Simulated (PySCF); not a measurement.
Species: C4H3O (charge -1).
SMILES: `C#CC(=C)[O-]`

A PySCF run (density fitting, gas phase, GFN2-xTB geometry) gave HOMO 0.21 eV, LUMO 5.34 eV and E = -229.164 Eh.

Problem. Which of these levels was it?
A. revPBE/6-31G
B. PBE0/6-311G**
C. PBE0/pcSseg-1

Solution. B. It is PBE0/6-311G**. All candidates on this geometry:

```json
{"level and settings": "revPBE/6-31G, grid level 4", "kind": "GGA", "basis functions": "51", "SCF cycles": "17", "E (Eh)": "-229.2484", "HOMO (eV)": "1.86", "LUMO (eV)": "5.06"}
{"level and settings": "PBE0/pcSseg-1", "kind": "global hybrid", "basis functions": "100", "SCF cycles": "16", "E (Eh)": "-229.0892", "HOMO (eV)": "0.06", "LUMO (eV)": "5.16"}
{"level and settings": "PBE0/6-311G**, fitting basis def2-universal-jkfit", "kind": "global hybrid", "basis functions": "108", "SCF cycles": "12", "E (Eh)": "-229.1641", "HOMO (eV)": "0.21", "LUMO (eV)": "5.34"}
```

The nearest other candidate, by the summed differences of HOMO and LUMO, is PBE0/pcSseg-1: its HOMO differs by -0.15 eV and its LUMO by -0.18 eV. Cycle counts include a coarse-grid stage where the run had one. All basis functions are spherical, in the Pople sets too. The HOMO energy is positive at PBE0/6-311G**, PBE0/pcSseg-1 and revPBE/6-31G; such an orbital is held in place by the finite basis.
